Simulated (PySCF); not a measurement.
C2H, SMILES C#[C] (connectivity only; charge and spin as stated), charge +1, multiplicity 1. Heavy atoms are numbered as in [C:1]#[CH:2]. Hydrogens are named by the atom that carries them.

Coordinates come from a B3LYP-D3(BJ)/def2-TZVPD optimisation. The multiplicity is an assumed one; other spin states were not compared. The isomer is the one that the SMILES or the coordinates give; other isomers of the formula were not compared.

Method: ωB97X/def2-TZVPD in PySCF.

Mulliken values depend strongly on the basis, most of all with diffuse functions as here. ESP charges are fitted to the potential on shells at 1.4 to 2.0 van der Waals radii. Atomic charges (e), one atom of each kind:

| atom | Mulliken | ESP fit | meta-Löwdin |
|---|---|---|---|
| C1 | 0.35 | ___ | 0.41 |
| C2 (CH) | 0.22 | ___ | 0.30 |
| H on C2 | 0.43 | ___ | 0.29 |

Problem. Fill in the missing entries. (The exact figures need the calculation; the answer reports its results.)

Solution. 
- C1, ESP fit: 0.20
- C2 (CH), ESP fit: 0.62
- H on C2, ESP fit: 0.17
